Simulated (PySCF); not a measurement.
**Induced dipoles and field energies**

Compound: C₄H₉OP.
Structure used (GFN2-xTB), in Å, numbered top down from 1:
```xyz
15
C4H9OP angstrom
C     -1.3257   -1.5960   -0.0113
C     -0.7891   -0.3897    0.0919
C     -1.4311    0.8883   -0.3355
P      0.8699   -0.2885    0.8229
C      1.9263    0.6021   -0.3743
O      1.4382   -1.5556    1.2824
H     -0.7737   -2.4586    0.3255
H     -2.3081   -1.7658   -0.4229
H     -1.0393    1.2013   -1.3035
H     -1.2177    1.6769    0.3849
H     -2.5085    0.7687   -0.4252
H      0.6974    0.6562    1.8397
H      2.9076    0.7244    0.0815
H      2.0294   -0.0260   -1.2589
H      1.5198    1.5705   -0.6473
```

Level: PBE0/def2-SVPD (PySCF); nuclei fixed, core orbitals frozen in the response. Permanent dipole (-1.865, 3.367, -2.105) D (1 au = 2.5417 D). Static polarisability (au):

```
x   81.02  6.53  3.92
y    6.53 80.91 -3.03
z    3.92 -3.03 62.87
```

Only the terms in μ and α are kept: μ(F) = μ + αF and ΔE = −μ·F − ½ F·αF.

Task: Apply 0.005 au along ±x, ±y and ±z in turn. Tabulate induced and total dipoles and both energy terms.

Result: 
| field along | induced x (D) | induced y (D) | induced z (D) | total size (D) | −μ·F (kJ/mol) | −½F·αF (kJ/mol) |
| --- | --- | --- | --- | --- | --- | --- |
| +x | 1.030 | 0.083 | 0.050 | 4.102 | +9.632 | -2.659 |
| −x | -1.030 | -0.083 | -0.050 | 4.879 | -9.632 | -2.659 |
| +y | 0.083 | 1.028 | -0.039 | 5.205 | -17.390 | -2.655 |
| −y | -0.083 | -1.028 | 0.039 | 3.679 | +17.390 | -2.655 |
| +z | 0.050 | -0.039 | 0.799 | 4.010 | +10.872 | -2.063 |
| −z | -0.050 | 0.039 | -0.799 | 4.868 | -10.872 | -2.063 |

Task: For the field (0.0010, -0.0040, 0.0030) au, what is the induced dipole, and what angle does it make with the field?

Result: αF = (0.169, -0.829, 0.520) D, at 4.9° to the field. The polarisability along this direction, F·αF/F², is 76.36 au, against a mean of 74.93 au.

Task: At what field along the permanent dipole would the induced dipole along it equal the permanent one, in this linear picture?

Result: The polarisability along the dipole is 76.35 au, so F = 1.7260 au / 76.35 au = 0.0226 au = 1.16 V/Å; higher-order terms are ignored.

Task: What field makes μF equal to kT at 100 K?

Result: kT = 0.3167 × 10⁻³ Eh, so F = 0.000183 au = 0.943 MV/cm.

Task: Induction energy −ᾱe²/2R⁴ of a unit charge at 8 Å, the molecule taken as a point?

Result: R = 15.12 bohr, so the energy is −74.9/(2 × 15.12⁴) Eh = -1.88 kJ/mol. The charge–dipole term at its most favourable orientation, −μe/R², is -19.8 kJ/mol.

Isolated species at its GFN2-xTB geometry (one conformer only).

These values come from a run that also computed excited states. The run took 27 s on one thread, Arm Neoverse V1 (aarch64), no GPU, shared host with 32 logical CPUs at a one-minute load of 11, and the process peaked at 0.80 GiB of memory.
